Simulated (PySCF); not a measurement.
# Partial charges of `O[SiH3]`

H4OSi.
Z-matrix (Å and degrees, PBE0-D3(BJ)/def2-SVP geometry), rows numbered from 1:
```
O 
Si  1  1.6653
H   1  0.9610  2  116.91
H   2  1.4974  1  111.94  3   -61.25
H   2  1.4873  1  106.27  3   179.31
H   2  1.4975  1  111.96  3    59.83
```

Density: PBE0/pcSseg-1 (PySCF); schemes: Mulliken, IAO, Hirshfeld and ESP-fitted. Geometry: PBE0-D3(BJ)/def2-SVP; no solvent, vibrations or thermal averaging.

**Question.** Which atoms carry the lowest charge in the Mulliken, IAO, Hirshfeld and ESP-fitted schemes?

**Answer.** All schemes agree: Mulliken O1 (-0.574); IAO O1 (-0.777); Hirshfeld O1 (-0.314); ESP-fitted O1 (-0.676).

**Question.** At which atom do the 4 schemes differ most?

**Answer.** At Si2: from +0.383 (Hirshfeld) to +0.849 e (IAO), 0.466 e apart.

**Question.** Do the Mulliken, IAO, Hirshfeld and ESP-fitted schemes agree on where the charge is highest?

**Answer.** All schemes agree: Mulliken Si2 (+0.688); IAO Si2 (+0.849); Hirshfeld Si2 (+0.383); ESP-fitted Si2 (+0.664).

**Question.** Tabulate the Mulliken, IAO, Hirshfeld and ESP-fitted charges.

**Answer.** In e:

| atom | environment | Mulliken | IAO | Hirshfeld | ESP-fitted |
| --- | --- | --- | --- | --- | --- |
| O1 | silanol oxygen | -0.574 | -0.777 | -0.314 | -0.676 |
| Si2 | oxygen-bound silicon | +0.688 | +0.849 | +0.383 | +0.664 |
| H3 | hydroxyl hydrogen | +0.252 | +0.360 | +0.176 | +0.423 |
| H4 | Si–H hydrogen | -0.127 | -0.153 | -0.086 | -0.154 |
| H5 | Si–H hydrogen | -0.111 | -0.125 | -0.073 | -0.102 |
| H6 | Si–H hydrogen | -0.127 | -0.153 | -0.086 | -0.154 |

Mean size of the charges over all atoms: IAO 0.403 e, ESP-fitted 0.362 e, Mulliken 0.313 e, Hirshfeld 0.186 e. Each set sums to the total charge, 0, to within 0.001 e. The ESP scheme is a least-squares fit of atom-centred charges to the potential on four shells outside the van der Waals surface, with the total charge fixed. The Hirshfeld scheme weights the molecular density at each point by an atom's share of the summed free-atom densities.

**Question.** How many electrons does the Hirshfeld scheme count on O1?

**Answer.** Z − q = 8 − (-0.314) = 8.314.

**Question.** Sum the charges by element, for elements with more than one atom.

**Answer.** 
```tsv
element	atoms	Mulliken	IAO	Hirshfeld	ESP-fitted
H	4	-0.113	-0.072	-0.069	+0.012
```

These values come from a run that also computed NMR shieldings. Hardware: an Arm Neoverse V2 with one thread, no GPU, on a shared host. Cost: 2.0 s of wall time.
